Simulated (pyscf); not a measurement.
Optimised with ωB97X-D3(BJ)/def2-SVP in PySCF. MP2 and CC: frozen core, UHF for open shells. ΔMP2 is the change of the MP2 total energy from the triple- to the quadruple-zeta basis.

Q: Estimate the classical barrier height and the reaction energy of HO–PH₂ (SMILES OP) + PH₃ (SMILES P) -> H₂P–PH₂ (SMILES PP) + H₂O (SMILES O) at CCSD(T)/def2-TZVPP + ΔMP2(QZVPP). The step runs on the singlet surface, breaks O–P, H–P and forms P–P, H–O; take the separated reactants as zero.

A: ΔE‡ = 225.3 kJ/mol, ΔE = -21.6 kJ/mol. Zero-point energy shifts the barrier by +4.7 kJ/mol. It is a four-centre exchange, with an imaginary mode of 409i cm⁻¹. This is the saddle that the search found; another between the same sides may lie lower. The CCSD(T) − MP2 part came from Ansatz, without density fitting, on the same reference.
